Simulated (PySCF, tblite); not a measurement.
**C4H7OS radical: geometry, infrared bands and EPR parameters**

Wanted: the infrared bands and EPR parameters of C4H7OS radical (`CCO[CH]C=S`), by calculation.

Computed with tblite 0.8.0 and PySCF 2.14.0, with density-fitted response routines of our own, on a single molecule in the gas phase. Atoms count from 0, in the outputs and in this text.

## Step 1: Starting geometry

13 atoms, charge 0, multiplicity 2; geometry from: force field or distance geometry start.

Bonds of the start (Å): C0–C1 1.50, C1–O2 1.38, O2–C3 1.38, C3–C4 1.48, C4–S5 1.45, C0–H6 1.14, C0–H7 1.11, C0–H8 1.09, C1–H9 1.12, C1–H10 1.12, C3–H11 1.11, C4–H12 1.08.

## Step 2: Relaxing the molecule with GFN2-xTB

Job settings and geometry (Å):

```
{"job": {"kind": "relax", "xc": "GFN2-xTB", "basis": "xTB"}, "charge": 0, "multiplicity": 2}
C     -1.782600     0.325800    -0.248600
C     -0.895500    -0.885300    -0.211500
O      0.394200    -0.625000    -0.643200
C      1.076500     0.352600     0.051300
C      2.448500     0.422200    -0.505500
S      2.881300     1.672600    -1.108200
H     -2.706200     0.116400    -0.876000
H     -2.103100     0.580100     0.787900
H     -1.281400     1.209200    -0.647000
H     -1.335100    -1.594500    -0.960500
H     -0.860800    -1.344700     0.803900
H      1.055500     0.207200     1.154900
H      3.104500    -0.436200    -0.476700
```

Started as:

```
$ OMP_NUM_THREADS=1 python probes_run.py task.json out
```

The driver reads the jobs from task.json and runs them one after another.

**Question.** This job is followed by: GFN2-xTB harmonic vibrations, gas phase; UKS B3LYP, pcH-1 on C H O S, non-relativistic, mean-field spin-orbit, GIAO. Predict these results of the whole session: strongest single infrared mode (GFN2-xTB); zero-point energy (GFN2-xTB); g(iso) (B3LYP); ⟨S²⟩; largest a(iso) (averaged by class); potential on the surface of density 0.002 e/bohr³, 1st and 99th percentile; property runs in this session.

The runs gave:

```
                                                                  quantity                                            value
                                 strongest single infrared mode (GFN2-xTB)                            1520 cm⁻¹, 452 km/mol
                                              zero-point energy (GFN2-xTB)                                    63.3 kcal/mol
                                                            g(iso) (B3LYP)                                          2.03101
                                                                      ⟨S²⟩                               0.763 (exact 0.75)
                                        largest a(iso) (averaged by class)                              13C on C3, 24.9 MHz
potential on the surface of density 0.002 e/bohr³, 1st and 99th percentile                               -1.30 V and 1.31 V
                                             property runs in this session  1, of which 0 failed and 1 gave unsound results
```

**Reading.** The optimisation took 99 steps and gained 2.888 eV; among the close pairs (by a distance rule), C4–S5 changed most, from 1.454 to 1.695 Å. No mode is imaginary among the 33: a minimum at this level. The strongest single mode, at 1520 cm⁻¹, moves mainly C3 and C4. Unscaled tight-binding wavenumbers are off by several per cent, some by more. Its intensities can rank the bands wrongly. The largest share of the spin, 0.65 e, sits on S5. The isotropic g lies 28.7 ppt above the free-electron value. These values are not to be trusted: the run shows nearly degenerate orbitals, where second-order g theory doesn't apply. These values are for one conformer; the search (at its own cheap level) found 1 more, at 0.89 kcal/mol, and measured spectra average over such forms.
